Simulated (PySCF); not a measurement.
Compound: PH3.
Atom-mapped SMILES: `[PH3:1]` (hydrogens: H2, H3, H4 on P1)

Method: PBE0-D3(BJ)/def2-SVP geometry optimisation, gas phase (PySCF); density fitting, grid level 1; the optimiser is geomeTRIC in internal coordinates, started from a GFN2-xTB structure with every atom displaced at random (about 0.01 Å).

Step 0: E = -9330.5998 eV
```
atom  x, y, z in Å  |  force x, y, z in eV/Å
P1      0.0189   -0.0221    0.5746   -0.637   0.886   1.660
H2     -0.5643    1.0041   -0.2078   -0.166   0.276  -0.047
H3      1.1381   -0.0186   -0.1982    1.513   0.009  -0.852
H4     -0.5547   -0.9887   -0.2016   -0.709  -1.171  -0.762
```

Question: Estimate the geometry and energy of step 1. (The exact step hangs on the optimiser's Hessian estimate; all steps are aligned on step 0, rigid shifts and turns removed.)

Answer: E = -9330.7024 eV, largest force 0.575 eV/Å
```
atom  x, y, z in Å  |  force x, y, z in eV/Å
P1      0.0067   -0.0047    0.5890    0.137  -0.154  -0.537
H2     -0.5855    1.0364   -0.2031    0.052  -0.091   0.091
H3      1.2174   -0.0108   -0.2085   -0.332   0.002   0.238
H4     -0.6006   -1.0463   -0.2105    0.143   0.243   0.208
```

The energy changes by -0.1026 eV. The first-order estimate −F·Δx gives -0.2948 eV and the mean of the old and new forces, exact on a quadratic surface, -0.1140 eV. The step makes an angle of 36° with the force vector and moves no atom by more than 0.080 Å.

What follows is the cost of the whole optimisation. On one thread, Arm Neoverse N1 (aarch64), shared host with 64 logical CPUs at a one-minute load of 54, this took 2.1 s and 0.24 GiB of memory at its peak.
